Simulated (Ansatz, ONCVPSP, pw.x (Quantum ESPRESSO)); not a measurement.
**From atom to crystal: ONCV potential for Ga (Z = 31)**

- Element: gallium
- Generator: ONCVPSP 4.0.1.1 (patched build)
- Type: optimised norm-conserving Vanderbilt (ONCV)
- Functional: PBEsol
- Relativity: scalar-relativistic
- Frozen core: [Ar] 3d10
- Valence charge: 3
- Reference configuration: 4s2 4p1
- Partial waves: 4s: rc 1.85 bohr, ncon 3, nbas 7, qcut 3.3 1/bohr, 2 projectors, debl 3.4 Ha; 4p: rc 2.50 bohr, ncon 4, nbas 9, qcut 3.4 1/bohr, 2 projectors, debl 3.5 Ha; d scattering state at 0.09 Ha: rc 2.55 bohr, ncon 4, nbas 8, qcut 4.3 1/bohr, 2 projectors, debl 3 Ha
- Local potential: polynomial inside 1.30 bohr (lpopt 2, dvloc0 -1 Ha)
- Core correction: Teter function, fcfact 2, rcfact 1.5

Atomic tests: cutoffs needed: 9.4 Ha and 38 Ha (the cutoffs (Ha) at which the residual kinetic energy of the hardest occupied pseudo-wave falls to 1 and 0.1 mHa per electron) The cutoffs count occupied waves only; projector 2 of the s channel, the hardest unoccupied one, needs 45 Ha at the loose tolerance.; ghost test: no bound ghost flagged; GHOST(+) flagged for s at 131.2 eV; largest excitation error: -205 meV (all-electron minus pseudo) for 4s1 4p0, out of 4 test configurations.

Crystal test: bcc Ga in pw.x 7.5, no spin, 14³ k-points, Fermi–Dirac smearing 0.01 Ry, cutoffs 90/360 Ry. The reference is all-electron LAPW (Ansatz 0.2.0) with the same functional, mesh and smearing; V0 and B0 come from Birch–Murnaghan fits to the pressures at five volumes. Errors are pseudo minus all-electron; Δ is the rms difference of the E(V) curves that follow from these fits, minima aligned, over ±6 % about the mean V0. Mesh and smearing are coarse, so the numbers serve the comparison and aren't converged zero-temperature values; the lattice is a test structure that the element need not adopt.

```json
{"V (Å³/atom)": "17.214", "P all-electron (GPa)": "2.71", "P pseudo (GPa)": "1.40"}
{"V (Å³/atom)": "17.667", "P all-electron (GPa)": "0.93", "P pseudo (GPa)": "-0.37"}
{"V (Å³/atom)": "18.120", "P all-electron (GPa)": "-0.58", "P pseudo (GPa)": "-1.88"}
{"V (Å³/atom)": "18.573", "P all-electron (GPa)": "-1.88", "P pseudo (GPa)": "-3.16"}
{"V (Å³/atom)": "19.026", "P all-electron (GPa)": "-2.99", "P pseudo (GPa)": "-4.24"}
```

All-electron: a0 = 3.298 Å (V0 = 17.94 Å³/atom), B0 = 59.1 GPa.

Pseudopotential: mean pressure error (GPa): -1.29; a0 (Å): 3.275; a0 error (%): -0.70; B0 error (%): +10.9; Δ (meV/atom): 5.0. This is a poor potential for the solid.

Problem. At the middle volume, how do free energy and pressure move when the wave cutoff is lowered (ecutrho kept at four times it)?

Solution.

```tsv
cutoff (Ry)	shift of F (meV/atom)	shift of P (GPa)
40	+20.5	-0.21
54	+13.5	+0.01
72	+5.6	-0.25
```

The run at the middle volume (104 k-points, 6 iterations) took about 32 s on one core of a shared host (Neoverse-N1, 64 threads, 498 GiB, load 44).
